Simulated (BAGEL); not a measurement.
# HF (hydrogen fluoride): FCI/3-21G (density fitting with qzvpp-jkfit)

Aim: the energy change on altering one bond length of HF (hydrogen fluoride) at FCI/3-21G (density fitting with qzvpp-jkfit), from 2 runs. 

The results are computed with BAGEL 1.2.2.

20 further runs of the same task are left out: 20 set aside as unsound or not needed.

## (1) The system as given

HF: 2 atoms, total charge 0, spin state singlet. As SMILES, `F`. Geometry: relaxed at PBE0-D4/def2-TZVP.

Bond lengths: F1–H2 0.920 Å.

## (2) The energy at FCI/3-21G (density fitting with qzvpp-jkfit)

input.json

```json
{ "bagel": [

{
  "title": "molecule",
  "basis": "3-21g",
  "df_basis": "qzvpp-jkfit",
  "angstrom": true,
  "geometry": [
    { "atom": "F", "xyz": [      -0.390000,       0.144600,      -0.196400 ] },
    { "atom": "H", "xyz": [       0.390000,      -0.144600,       0.196400 ] }
  ]
},

{
  "title": "hf"
},

{
  "title": "fci",
  "nstate": 1,
  "ncore": 1
}

]}
```

The run is started by

```sh
$ BAGEL_NUM_THREADS=1 BAGEL input.json > input.out
```

Standard output:

```text
* using 1 threads per process

  ===============================================================
  ===============================================================

  *** Geometry ***

  { "atom" : "F", "xyz" : [     -0.736993,      0.273254,     -0.371142 ] },
  { "atom" : "H", "xyz" : [      0.736993,     -0.273254,      0.371142 ] },

  Number of auxiliary basis functions:       95

  Since a DF basis is specified, we compute 2- and 3-index integrals:
    o Being stored without compression. Storage requirement is 0.000 GB

  Number of basis functions:       11
  Number of electrons      :       10

    * METHOD: MOLECULE                             0.02

  *** RHF ***

  === Nuclear Repulsion ===
     5.1769523111

      * DIIS with orbital gradients will be used.

  === RHF iteration (3-21g) ===
      0        -99.39232144          0.08943025           0.00
      1        -99.44788519          0.03727338           0.00
      2        -99.45950319          0.00456387           0.00
      3        -99.45980325          0.00051616           0.00
      4        -99.45980986          0.00005010           0.00
      5        -99.45980993          0.00000645           0.00
      6        -99.45980993          0.00000045           0.00
      7        -99.45980993          0.00000003           0.00
      8        -99.45980993          0.00000001           0.00
    * SCF iteration converged.

    * Permanent dipole moment:
           (   -0.719876,     0.266908,    -0.362522) a.u.

    * METHOD: HF                                   0.02

  ---------------------------
        FCI calculation
  ---------------------------

  Performs exactly the same way as Knowles & Handy 1984 CPL

  o alpha-beta strings
      length:           420
  o size of the space
      determinant space:  44100
      spin-adapted space: 13860

  o single displacement lists (alpha)
      length:          5880
  o single displacement lists (beta)
      length:          5880
 Constructing space of all determinants that can formed by removing 1 electron from 4 alpha and 4 beta electrons.

 Space is made up of 4 determinants.
  o forming links

     guess   0:   closed 1111......           open ..........

  === FCI iteration ===

      0  0       -99.45980993     3.99e-03      0.04
      1  0       -99.57761868     1.09e-03      0.03
      2  0       -99.58450058     2.59e-04      0.03
      3  0       -99.58491977     7.11e-05      0.03
      4  0       -99.58495222     2.28e-05      0.03
      5  0       -99.58495509     6.18e-06      0.03
      6  0       -99.58495534     1.87e-06      0.03
      7  0       -99.58495536     5.00e-07      0.03
      8  0       -99.58495536     1.23e-07      0.03
      9  0       -99.58495536     2.86e-08      0.03
     10  0       -99.58495536     6.63e-09      0.03
     11  0       -99.58495536     1.58e-09      0.03
     12  0       -99.58495536     4.55e-10      0.03
     13  0       -99.58495536     1.32e-10      0.03
     14  0 *     -99.58495536     3.66e-11      0.03

     * ci vector, state   0, <S^2> = 0.0000
       2222......     0.9865202248
       2.222.....    -0.0510975683

    * METHOD: FCI                                  0.48

  ===============================================================
```

Run time: 0.66 s. Hardware: 1 thread of Intel Xeon 6975P-C (Granite Rapids), shared host.

## (3) The distorted shape, same level

Changes to input.json since step 2:

```diff
@@ -8,3 +8,3 @@
   "geometry": [
-    { "atom": "F", "xyz": [      -0.390000,       0.144600,      -0.196400 ] },
+    { "atom": "F", "xyz": [      -0.507038,       0.187994,      -0.255339 ] },
     { "atom": "H", "xyz": [       0.390000,      -0.144600,       0.196400 ] }
```

The run is started by

```sh
$ BAGEL_NUM_THREADS=1 BAGEL input.json > input.out
```

Standard output:

```text
* using 1 threads per process

  ===============================================================
  ===============================================================

  *** Geometry ***

  { "atom" : "F", "xyz" : [     -0.958163,      0.355257,     -0.482521 ] },
  { "atom" : "H", "xyz" : [      0.736993,     -0.273254,      0.371142 ] },

  Number of auxiliary basis functions:       95

  Since a DF basis is specified, we compute 2- and 3-index integrals:
    o Being stored without compression. Storage requirement is 0.000 GB

  Number of basis functions:       11
  Number of electrons      :       10

    * METHOD: MOLECULE                             0.01

  *** RHF ***

  === Nuclear Repulsion ===
     4.5015073297

      * DIIS with orbital gradients will be used.

  === RHF iteration (3-21g) ===
      0        -99.36473210          0.09515481           0.00
      1        -99.43096081          0.04394065           0.00
      2        -99.44751314          0.00584544           0.00
      3        -99.44810618          0.00053490           0.00
      4        -99.44811357          0.00007565           0.00
      5        -99.44811372          0.00000920           0.00
      6        -99.44811372          0.00000054           0.00
      7        -99.44811372          0.00000005           0.00
      8        -99.44811372          0.00000001           0.00
    * SCF iteration converged.

    * Permanent dipole moment:
           (   -0.752909,     0.279156,    -0.379157) a.u.

    * METHOD: HF                                   0.02

  ---------------------------
        FCI calculation
  ---------------------------

  Performs exactly the same way as Knowles & Handy 1984 CPL

  o alpha-beta strings
      length:           420
  o size of the space
      determinant space:  44100
      spin-adapted space: 13860

  o single displacement lists (alpha)
      length:          5880
  o single displacement lists (beta)
      length:          5880
 Constructing space of all determinants that can formed by removing 1 electron from 4 alpha and 4 beta electrons.

 Space is made up of 4 determinants.
  o forming links

     guess   0:   closed 1111......           open ..........

  === FCI iteration ===

      0  0       -99.44811372     3.99e-03      0.04
      1  0       -99.57126400     1.17e-03      0.03
      2  0       -99.57975129     3.08e-04      0.03
      3  0       -99.58042729     9.82e-05      0.03
      4  0       -99.58049503     3.66e-05      0.03
      5  0       -99.58050236     9.35e-06      0.03
      6  0       -99.58050293     2.76e-06      0.03
      7  0       -99.58050298     7.73e-07      0.03
      8  0       -99.58050298     2.17e-07      0.03
      9  0       -99.58050298     5.34e-08      0.03
     10  0       -99.58050298     1.38e-08      0.03
     11  0       -99.58050298     3.33e-09      0.03
     12  0       -99.58050298     1.13e-09      0.03
     13  0       -99.58050298     3.37e-10      0.03
     14  0 *     -99.58050298     8.77e-11      0.03

     * ci vector, state   0, <S^2> = 0.0000
       2222......    -0.9826651169
       2.222.....     0.0906362986

    * METHOD: FCI                                  0.50

  ===============================================================
```

It took 0.7 s on 1 thread of Intel Xeon 6975P-C (Granite Rapids), shared host.

## (4) What came out

At FCI/3-21G (density fitting with qzvpp-jkfit), 1 core orbital frozen:

| quantity | value |
| --- | --- |
| first shape: total energy | -99.58496 Eh |
| distorted shape: total energy | -99.58050 Eh |
| energy change with the F1–H2 bond stretched from 0.920 to 1.058 Å | 0.121 eV |

With the F1–H2 bond stretched from 0.920 to 1.058 Å the energy rises by 0.12 eV (11.7 kJ/mol). The first shape isn't relaxed at this level, so the change isn't measured from a minimum.
